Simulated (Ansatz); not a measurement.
A run of Ansatz (development build ahead of 0.2.0) on singlet HF2(-) at this shape:

```json
{"atom": "F", "x (Å)": "0.0000", "y (Å)": "0.0000", "z (Å)": "-1.0523"}
{"atom": "H", "x (Å)": "0.0000", "y (Å)": "0.0000", "z (Å)": "0.0000"}
{"atom": "F", "x (Å)": "0.0000", "y (Å)": "0.0000", "z (Å)": "1.0523"}
```

Its results:

- Converged: yes
- Total energy: -199.55346 hartree
- Spin squared of the determinant: 0.000

Q: Which input gives this output? Name the method, the orbitals and the basis set, and write the input.

A: RHF in cc-pVTZ. An unrestricted run that stays on the closed shell gives the same numbers.

```yaml
crystal:
  periodic: [false, false, false]
  atoms:
    - { symbol: F, position_ang: [0.0, 0.0, -1.05235] }
    - { symbol: H, position_ang: [0.0, 0.0, 0.0] }
    - { symbol: F, position_ang: [0.0, 0.0, 1.05235] }
basis:
  gaussian: { orbitals: cc-pVTZ }
total_charge: -1
hamiltonian:
  xc: hf
```

Caution: no diffuse functions for an anion.
